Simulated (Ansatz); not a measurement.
Born–Oppenheimer molecular dynamics of BFH2 (4 atoms, charge 0, multiplicity 1). It starts from a relaxed structure.

All numbers below come from RKS PBE0-D4/def2-SVPD (Ansatz).

```
ensemble             : NVT, Langevin thermostat
time step            : 0.25 fs
steps asked          : 250
set temperature      : 1500 K
friction             : 0.05 /fs
temperature schedule : 62 steps to 1500 K, then 188 steps to 10 K
seed                 : 742452
```

First frame:

```xyz
4
Properties=species:S:1:pos:R:3
B 0.000 0.000 -0.019
F 0.000 0.000 1.304
H 1.069 0.000 -0.578
H -1.069 0.000 -0.578
```

Q: How far do the bonds stretch over the last three quarters of this one trajectory? (Pairs bonded in most of those frames.)

A: 
| bond | mean (Å) | spread (Å) | shortest | longest |
| --- | --- | --- | --- | --- |
| B1–F2 | 1.333 | 0.038 | 1.27 | 1.39 |
| B1–H3 | 1.237 | 0.078 | 1.07 | 1.41 |
| B1–H4 | 1.220 | 0.036 | 1.14 | 1.27 |

Mean temperature of the second half: 732 K. The schedule's set-point averaged 505 K over the second half and the system 732 K, so it lags behind the ramp. A run of 0.062 ps of so small a system gives no equilibrium averages.

The run took 75 s on 1 thread of AMD EPYC 9R45 96-Core Processor (Zen 5), on a shared host, peak memory 0.11 GiB.
